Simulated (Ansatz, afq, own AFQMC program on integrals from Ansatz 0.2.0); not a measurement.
# Si2GeH6⁺, doublet in def2-TZVP, levels against AFQMC with the constraint released

```xyz
9

Si   -1.0288    0.1566   -0.8783
Si    1.0728    0.8325   -0.1018
Ge   -0.0438   -0.9817    0.9729
H    -1.1100   -0.5535   -2.1874
H    -2.1997    1.0439   -0.6204
H     1.1795    2.1310    0.6242
H     2.2703    0.5295   -0.9378
H     0.4936   -2.4014    0.7588
H    -0.6339   -0.7567    2.3697
```

Basis def2-TZVP. Noble-gas cores (and the filled d shells of Ga–Kr and In–Xe) are frozen. AFQMC by an in-house program on the Cholesky factors that Ansatz 0.2.0 writes for its CCSD(T) run. The CISD trial takes its coefficients from CCSD amplitudes. Released means that phaseless walkers are propagated on without the constraint, phases kept. Uncertainties: one standard error, sampling alone. No spin–orbit coupling.

Determinant: UHF, the one that the program's search chose, which needn't be the lowest solution. The geometry is a PBE0/def2-SVP stationary point of this or a neighbouring charge and spin state.

No full CI on the walks' own integrals is used here. The released AFQMC energy serves as the reference, which it does only where one determinant dominates, the energy is flat over the last release times and near the phaseless one (40 meV or 2 meV an electron, half that with transition metals). On small molecules, where full CI could be run and the noise was under 10 meV, such values lay within 10 meV of it in 19 cases of 20, a flattering rate, since the rule was set on those same cases; what remains of the bias isn't in the error bar.

Cautions: no relativity below Rb; no spin-orbit coupling; inner d shell frozen; the released value is read at 1.50 1/Eh with a noise of 18 meV, more than in the cases checked (meV from the phaseless value at times in 1/Eh: -4 ± 15 at 0.24, 2 ± 15 at 0.51, -4 ± 18 at 0.99, -5 ± 18 at 1.50).

The T1 diagnostic is 0.0184 and the weight of the determinant in the CISD state is 0.804. The ⟨S²⟩ of the determinant is 0.778. The size of the correlated space is 17 electrons in 134 orbitals.

| level | correlation energy (eV) |
| --- | --- |
| MP2 | -8.5353 |
| CCSD | -10.2183 |
| CCSD(T) | -10.6247 |

Question: Estimate where AFQMC with the constraint released lies against CCSD(T) on the same integrals.

Answer: 86.3 ± 18.2 meV below CCSD(T).

Reference: AFQMC with the constraint released, correlation energy -10.711 ± 0.018 eV.

```
        level  E − E(reference) (meV)  share of correlation (%)
      CCSD(T)             86.3 ± 18.2                     99.19
ph-AFQMC/CISD              4.8 ± 22.5                     99.96
```

Released energies are given only where the last usable release times agree within the noise; a slower fall can still hide under it.
